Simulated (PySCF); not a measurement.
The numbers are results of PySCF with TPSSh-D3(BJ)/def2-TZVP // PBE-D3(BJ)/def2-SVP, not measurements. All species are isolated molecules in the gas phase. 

Reference species (SMILES): `[OH]` (neutral, multiplicity 2).

```
Property        Value
-------------  ------
dipole moment  1.75 D
```

Changed species: `C[N]C` (free radical N(CH3)2; the reference has free radical OH).

### Question
Give the shifts of the dipole moment.

### Answer
the dipole moment falls by 0.05 D, to 1.70 D.
